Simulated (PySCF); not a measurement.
These are PBE-D3(BJ)/def2-TZVP // B3LYP-D3(BJ)/def2-TZVP (PySCF) values and carry that method's errors. Isolated molecules, 0 K electronic values unless said otherwise. Delta-SCF ions had no search for a lower state. Excitations are Tamm–Dancoff values on a coarser integration grid. The basis has no diffuse functions, so Rydberg states are missing or too high.

Reference species (SMILES): `FB([SiH3])[SiH3]` (neutral, multiplicity 1).

| Quantity | Value |
|---|---|
| S1 excitation (TDA) | 3.45 eV |
| LUMO | -3.14 eV |
| vertical ionisation energy (Delta-SCF) | 9.21 eV |
| HOMO–LUMO gap | 3.16 eV |

Changed species: `B(F)(F)F` (0 of 3 F replaced by SiH3; the reference has 2 of 3 F replaced by SiH3).

Question: What does the change do to the S1 excitation (TDA), LUMO, vertical ionisation energy (Delta-SCF) and HOMO–LUMO gap?

Answer: the S1 excitation (TDA) increases by 6.25 eV, to 9.70 eV; the LUMO increases by 2.75 eV, to -0.39 eV; the vertical ionisation energy (Delta-SCF) rises by 5.21 eV, to 14.42 eV; the HOMO–LUMO gap rises by 6.45 eV, to 9.61 eV.
